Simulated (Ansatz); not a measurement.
**AlSi (quartet): from Hartree-Fock to the top rungs, def2-QZVPP**

An exercise on one series of results from a longer session: the logs are not shown, and one member is left open.

Program: Ansatz 0.2.0, Gaussian basis. Level of theory: def2-QZVPP, core rule «outside noble gas», up to 10 orbitals frozen. These are calculated values, not measurements.

Plan: UHF; ROHF; CCSD(T) on UHF.

## The geometry

The geometry is a PBE0/def2-TZVP stationary point (not a proven minimum).

2 atoms, charge 0, spin multiplicity 4.

Atoms are counted from 1 here; the program's logs count them from 0.

Bond lengths: Si1–Al2 2.416 Å.

The first run:

Input file in.yaml:

```yaml
crystal:
  periodic: [false, false, false]
  atoms:
    - {symbol: Si, position_ang: [0.000000, 0.000000, 0.000000]}
    - {symbol: Al, position_ang: [0.000000, 0.000000, 2.416200]}
basis:
  gaussian: {orbitals: "def2-QZVPP.json"}
magnetization: {spin_polarized: true, initial_magnetization: 3}
hamiltonian: {xc: hf}
output: {orbitals: {seedname: orbitals}}
```

Started as:

```
$ ansatz run in.yaml --threads 1 --pin off --events-out ev --progress --plain --max-ram 2393MiB
```

Steps of the session up to this table: UHF; ROHF; CCSD(T) on UHF.

One of the session's tables, all rows but one given; the rest of the session is left out.

It belongs to the step «Misses and costs». 

```
  method  from UCCSD(T) (meV)
    ROHF              +4544.7
     UHF              +4464.1
    UMP2                    ?
   UCCSD               +275.5
UCCSD(T)                    0
```

Estimate the missing values for UMP2.

The run gave: from UCCSD(T) (meV): +921.1. In the column «from UCCSD(T) (meV)» it lies between UCCSD (+275.5) and UHF (+4464.1).
